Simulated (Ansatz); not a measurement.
System: trifluoroborane, BF3, net charge 0, singlet state. SMILES: FB(F)F
Structure (B3LYP-D3(BJ)/def2-TZVP (Ansatz, a program for electronic structure) minimum search):
```xyz
4

B      0.0000     0.0000     0.0000
F      0.0168     1.3152     0.0316
F      1.1308    -0.6724    -0.0050
F     -1.1476    -0.6428    -0.0266
```
Charge 0, spin multiplicity 1.

B3LYP/6-31G* beside other levels, property by property. Set-up: atomisation electronic, to ground-state atoms; non-relativistic; no spin-orbit coupling; frozen cores in correlated levels; UHF or UKS for open shells; dispersion terms only where a functional's name holds one; 6-31G* and kin with 6d, 5d where marked; LANL2DZ all-electron up to Ne. CBS(X,Y): correlation extrapolated as X^-3; Hartree-Fock from the larger set. First-principles rows: single points at B3LYP-D3(BJ) geometries (Ansatz), with unscaled harmonic terms from B3LYP/6-31G* at its own minima, enthalpies of formation by atomisation with measured atoms.

Measured values: G2/97 table in ASE (Curtiss et al.); they hold spin-orbit and core effects, anharmonicity. Coupled cluster (Ansatz) is a level with limits of its own, used here on species with T1 under 0.025 (0.045 for open shells) and stable references: CCSD(T)/CBS(cc-pVTZ,cc-pVQZ).

```csv
property,B3LYP/6-31G* (Ansatz),HF/3-21G (Ansatz),B3LYP/LANL2DZ (Ansatz),MP2/6-31G* (Ansatz),to compare with
enthalpy of formation at 298 K (kcal/mol),-273.2,-140.3,-203.5,-276.7,-271.4 measured
"B-F bond dissociation enthalpy at 298 K, to F[B]F + F atom (kcal/mol)",171.0,129.3,149.8,173.0,171.9 coupled cluster
atomisation energy (kcal/mol),472.1,339.1,402.4,475.6,469.5 coupled cluster
```

As the rows show:
- enthalpy of formation at 298 K: B3LYP/6-31G* lies 1.8 kcal/mol below the measured value.
- B-F bond dissociation enthalpy at 298 K, to F[B]F + F atom: B3LYP/6-31G* lies 0.9 kcal/mol below coupled cluster.
- atomisation energy: B3LYP/6-31G* lies 2.6 kcal/mol above coupled cluster.

The properties are those with a value to compare with, at most eight drawn at random. No case is left out for the size of its miss. Left out are saddle points of the reference geometry, anions that the best level run finds unbound, excited spin states, species near biochemistry, cases with under five habitual levels, runs that failed or whose electronic state is in doubt, and table entries that another table contradicts.
